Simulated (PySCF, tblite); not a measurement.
One entry of a table of gas-phase calculations, keyed by method. Lists by class give the value and the number of equivalent atoms.

```json
{
 "name": "1,1-dichloropropene",
 "formula": "C3H4Cl2",
 "smiles": "CC=C(Cl)Cl",
 "inchi": "InChI=1S/C3H4Cl2/c1-2-3(4)5/h2H,1H3",
 "charge": 0,
 "multiplicity": 1,
 "geometry_level": "GFN2-xTB",
 "atoms_angstrom": [
  ["C", -1.195, -0.171, -0.056],
  ["C", 0.244, -0.436, 0.218],
  ["C", 1.241, 0.395, -0.044],
  ["Cl", 1.041, 1.948, -0.761],
  ["Cl", 2.885, 0.007, 0.308],
  ["H", -1.59, -0.935, -0.723],
  ["H", -1.337, 0.805, -0.509],
  ["H", -1.762, -0.218, 0.873],
  ["H", 0.485, -1.388, 0.669]
 ],
 "electronic_structure_code": "PySCF",
 "results": {
  "GFN2-xTB geometry": {
   "point_group": "Cs",
   "rotational_constants_GHz": [4.053, 2.426, 1.532]
  },
  "PBE0/pcSseg-1 ground state and GIAO shieldings, non-relativistic": {
   "dipole_D": 2.05,
   "homo_eV": -7.26,
   "lumo_eV": -0.19,
   "shift_vs_computed_TMS_C_by_class_ppm": [
    [139.7, 1],
    [132.7, 1],
    [18.7, 1]
   ],
   "shift_vs_computed_TMS_H_by_class_ppm": [
    [6.04, 1],
    [2.0, 3]
   ],
   "shielding_other_nuclei_by_class_ppm": [
    ["Cl", 619.1, 1],
    ["Cl", 659.1, 1]
   ],
   "charges_hirshfeld_e_by_atom": [-0.12, -0.06, 0.01, -0.01, -0.03, 0.05, 0.04, 0.05, 0.05]
  },
  "GFN2-xTB harmonic vibrations, gas phase": {
   "strongest_ir_bands_cm-1_km_per_mol_modes": [
    [793.1, 16.4, 1],
    [999.1, 43.5, 1],
    [1393.9, 14.7, 1],
    [3023.6, 13.4, 1],
    [3065.6, 12.6, 1],
    [3081.4, 16.2, 1]
   ],
   "zpe_kcal_per_mol": 37.7
  }
 }
}
```

The dipole matches unit charges of opposite sign 0.43 Å apart (1 e·Å = 4.8032 D). The zero-point energy, half the sum of the 21 harmonic wavenumbers, equals 13190 cm⁻¹ or 158 kJ/mol. A dipole of 2.05 D is allowed in Cs, and pure rotational transitions are dipole-allowed.

Geometry: GFN2-xTB; no solvent or vibrations. The shieldings hold no spin–orbit term; for a carbon that bears several chlorines this term is known to matter. NMR classes are plain means over equivalent atoms (diastereotopic ones count apart unless rotation or inversion swaps them), as if these changed places fast; in this geometry the members of some classes differ.
